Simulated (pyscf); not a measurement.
A first-order saddle from PySCF, ωB97X-D3(BJ)/def2-SVP:

```
Al
C 1 1.9370
H 2 1.1024 1 111.15
H 2 1.1025 3 107.91 1 123.07
H 2 1.1036 3 107.18 4 115.64
C 1 2.0361 2 117.68 3 167.51
H 6 1.1022 1 108.62 2 -5.10
H 6 1.1058 7 108.72 1 -104.64
H 6 1.1061 7 106.93 8 -110.83
H 6 1.6482 7 112.22 9 -76.69
Cl 10 1.4318 6 157.77 7 -89.49
Cl 1 2.1174 2 121.31 3 -48.91
```

Surface: singlet, charge 0. Lowest wavenumbers (cm⁻¹): 736i, 83, 91, 107, 137.

### Question
What reaction is this the transition state of?

### Answer
H₃C–Al(CH₃)–Cl (SMILES [CH3][Al]([CH3])[Cl]) + HCl (SMILES Cl) ⇌ CH₄ (SMILES C) + H₃C–Al(Cl)–Cl (SMILES [CH3][Al]([Cl])[Cl]), a four-centre exchange read from left to right: Al–C, Cl–H broken and C–H, Al–Cl formed. At ωB97M-D3(BJ)/def2-TZVP it lies +2.3 kcal/mol from the left side and +42.6 kcal/mol from the right (each side as separated species at their lowest minima found). On the reactant side the descent ends in an adduct with a Al–Cl contact, 9.9 kcal/mol under the separated species and 9.7 kcal/mol under the saddle at ωB97X-D3(BJ)/def2-TZVP. On the product side the descent ends in a complex, 4.1 kcal/mol under the separated species and 45.6 kcal/mol under the saddle at ωB97X-D3(BJ)/def2-TZVP. What is counted as formed (Al–Cl) is already present as a longer contact in the reactant adduct; forming that adduct is a step of its own. At ωB97X-D3(BJ) the barrier from the zero used here is -0.2 kcal/mol. This is the saddle that the search found; another between the same sides may lie lower.
